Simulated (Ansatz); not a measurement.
**Worked example: correlation energy of GeBCl, triplet**

Geometry: displaced at random from a stationary point.

```yaml
atoms:
  - { symbol: Cl, position_ang: [0.0844, 0.0052, -1.7838] }
  - { symbol: B, position_ang: [-0.0805, 0.0136, -0.0800] }
  - { symbol: Ge, position_ang: [-0.0039, -0.0188, 1.8638] }
```

Basis cc-pVDZ; Ansatz 0.2.0. Only valence electrons are correlated (noble-gas cores and the filled d shells of p-block atoms frozen), which leaves 14 electrons in 39 orbitals. R marks a restricted (for open shells ROHF) determinant, U an unrestricted one. No spin–orbit coupling is included, and no scalar relativity.

Full CI isn't at hand for all of this; UCCSDT(Q) serves as the reference, and is uncertain by about the last step of the cluster series.

Runs differ by some tens of microhartree through their thresholds and, for an open shell, their frozen cores, so steps under 0.03 kcal/mol mean nothing.

```json
{"level": "UHF", "total energy (hartree)": "-2559.497786"}
{"level": "UMP2", "total energy (hartree)": "-2559.755465"}
{"level": "UCCSD", "total energy (hartree)": "-2559.787786"}
{"level": "UCCSD(T)", "total energy (hartree)": "-2559.798370"}
{"level": "UCCSDT", "total energy (hartree)": "-2559.799837"}
{"level": "UCCSDT(Q)", "total energy (hartree)": "-2559.800650"}
```

Task: What is the correlation energy at UCCSDT(Q), and what share of it do UMP2 and UCCSD(T) recover?

Result: E(corr) = -2559.800650 − (-2559.497786) = -0.302864 hartree = -8.241 eV. UMP2: -0.257679 / -0.302864 = 85.08 %. UCCSD(T): -0.300584 / -0.302864 = 99.25 %.

Task: By how many kcal/mol does UCCSD(T) miss UCCSDT(Q) (1 hartree = 627.509 kcal/mol), and which steps make up the rest?

Result: -2559.798370 − (-2559.800650) = 0.002280 hartree = 1.43 kcal/mol. Steps: UCCSDT − UCCSD(T) = -0.92, UCCSDT(Q) − UCCSDT = -0.51 kcal/mol. Differences between like states or geometries often cancel part of this.
